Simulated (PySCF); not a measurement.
Energy landscape of CH₆Si, singlet: internal rotation, threefold axis kept, other coordinates relaxed. Scanned: torsion (0 = eclipsed). Other coordinates (C-Si length, H-C-Si angle, H-Si-C angle, C-H length, Si-H length) were minimised at B3LYP/def2-TZVP.

Computed with: M06-2X/cc-pVTZ (PySCF); RHF/cc-pVTZ (PySCF); PBE/cc-pVTZ (PySCF).

Energies in kcal/mol, each method relative to its own lowest point.

```tsv
at / °	M06-2X	RHF	PBE
0	1.45	1.63	1.39
10	1.36	1.52	1.30
20	1.10	1.23	1.04
30	0.73	0.82	0.70
40	0.37	0.42	0.35
50	0.10	0.11	0.10
60	0.00	0.00	0.00
```
